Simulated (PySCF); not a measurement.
## One molecule, a ladder of functionals, a line

Molecule: `C=C1CCCC1`, C6H10.

Molfile (atoms numbered from 1):
```
C6H10
     RDKit          3D

 16 16  0  0  0  0  0  0  0  0999 V2000
    2.2653   -0.2063   -0.0616 C   0  0  0  0  0  0  0  0  0  0  0  0
    0.9367   -0.0865   -0.0260 C   0  0  0  0  0  0  0  0  0  0  0  0
   -0.0191   -1.0076    0.7054 C   0  0  0  0  0  0  0  0  0  0  0  0
   -1.3567   -0.2631    0.6972 C   0  0  0  0  0  0  0  0  0  0  0  0
   -1.3232    0.5086   -0.6222 C   0  0  0  0  0  0  0  0  0  0  0  0
    0.1254    0.9958   -0.7099 C   0  0  0  0  0  0  0  0  0  0  0  0
    2.7824   -1.0065    0.4759 H   0  0  0  0  0  0  0  0  0  0  0  0
    2.8852    0.4927   -0.6302 H   0  0  0  0  0  0  0  0  0  0  0  0
    0.3363   -1.2735    1.7124 H   0  0  0  0  0  0  0  0  0  0  0  0
   -0.1125   -1.9530    0.1414 H   0  0  0  0  0  0  0  0  0  0  0  0
   -1.3964    0.4471    1.5410 H   0  0  0  0  0  0  0  0  0  0  0  0
   -2.2268   -0.9298    0.7919 H   0  0  0  0  0  0  0  0  0  0  0  0
   -1.5405   -0.1778   -1.4586 H   0  0  0  0  0  0  0  0  0  0  0  0
   -2.0607    1.3237   -0.6707 H   0  0  0  0  0  0  0  0  0  0  0  0
    0.4662    1.1953   -1.7371 H   0  0  0  0  0  0  0  0  0  0  0  0
    0.2381    1.9407   -0.1487 H   0  0  0  0  0  0  0  0  0  0  0  0
  1  2  2  0
  2  3  1  0
  3  4  1  0
  4  5  1  0
  5  6  1  0
  6  2  1  0
  1  7  1  0
  1  8  1  0
  3  9  1  0
  3 10  1  0
  4 11  1  0
  4 12  1  0
  5 13  1  0
  5 14  1  0
  6 15  1  0
  6 16  1  0
M  END
```

GIAO shieldings (ppm, equivalent atoms averaged) in PySCF on the PBE0-D3(BJ)/def2-SVP geometry, basis pcSseg-1, gas phase, non-relativistic:

| functional | exact exchange (%) | σ(C3/C6) |
| --- | --- | --- |
| BLYP | 0 | 136.5 |
| BP86 | 0 | 141.6 |
| PBE | 0 | 141.8 |
| B3LYP | 20 | 142.2 |
| PBE0 | 25 | 148.3 |
| BHandHLYP | 50 | 149.4 |
| HF | 100 | 160.4 |

Problem. Fit each shielding as a line in the percentage of exact exchange.

Solution. σ(C3/C6) = 140.1 + 0.20 x (rms 2.2 ppm). The functionals also differ in their semilocal parts, which the line can't hold; Hartree–Fock has no correlation at all.

Problem. What does the line predict for mPW1PW91 (25 %), and what does the run give?

Solution. σ(C3/C6): 145.1 predicted, 147.5 computed ppm.
